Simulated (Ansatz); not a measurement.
Results of PBEsol (plane waves, PAW; Ansatz, a quantum-chemistry and plane-wave program) for B20 (FeSi-type) FeSi.

Numerical settings: plane-wave cutoff 520 eV, 8×8×8 k mesh, Fermi–Dirac smearing 0.01 eV, no spin polarisation, scalar-relativistic PAW data made under PBE.

Cell (relaxed at this level):

```cif
data_Fe4Si4
_chemical_formula_sum 'Fe4 Si4'
_space_group_name_H-M_alt 'P213'
_space_group_IT_number 198
_space_group_name_Hall 'P 2ac 2ab 3'
_cell_length_a 4.40341
_cell_length_b 4.40341
_cell_length_c 4.40341
_cell_angle_alpha 90.000
_cell_angle_beta 90.000
_cell_angle_gamma 90.000
loop_
_atom_site_label
_atom_site_type_symbol
_atom_site_symmetry_multiplicity
_atom_site_Wyckoff_symbol
_atom_site_fract_x
_atom_site_fract_y
_atom_site_fract_z
_atom_site_occupancy
Fe1 Fe 4 a 0.13686 0.13686 0.13686 1
Si1 Si 4 a 0.84099 0.84099 0.84099 1
```

### Question
Estimate the band gap, smallest direct gap on the k points sampled and direct gap at Γ that the calculation returns.

### Answer

- band gap = 0.13 eV (indirect)
- smallest direct gap on the k points sampled = 0.17 eV
- direct gap at Γ = 0.73 eV

Measured, for comparison: band gap 0.05 eV (temperature not stated, not corrected to a static lattice, indirect, transport; lower end of the printed range; as tabulated in Tomczak (2018), arXiv:1802.07220).

Computed values are for the static lattice.

Cost on a shared machine: roughly 4 core-minutes.
